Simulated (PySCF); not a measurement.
tert-butyl cation (C4H9), SMILES C[C+](C)C, charge +1. Heavy atoms are numbered as in [CH3:1][C+:2]([CH3:3])[CH3:4]. Hydrogens are named by the atom that carries them.

Coordinates come from a PBE-D3(BJ)/def2-SVP optimisation. The geometry has at least one imaginary mode, so it is a saddle point at that level.

Level of theory: PBE/pcSseg-1 (PySCF).

GIAO shieldings, no solvent; atoms alike by connectivity are averaged. δ = σ(ref) − σ: ¹³C against TMS (σ = 182.0 ppm); ¹H against TMS (σ = 31.49 ppm), references at their B3LYP-D3(BJ)/def2-TZVP geometries, non-relativistic.

**Question.** Estimate the chemical shifts. (Estimate from the structure and the level; the computed values follow.)

**Answer.** 
```csv
nucleus,atoms,count,δ (ppm)
¹³C,C2,1,341.3
¹³C,C1 (CH3),3,57.8
¹H,H on C1,9,4.66
```
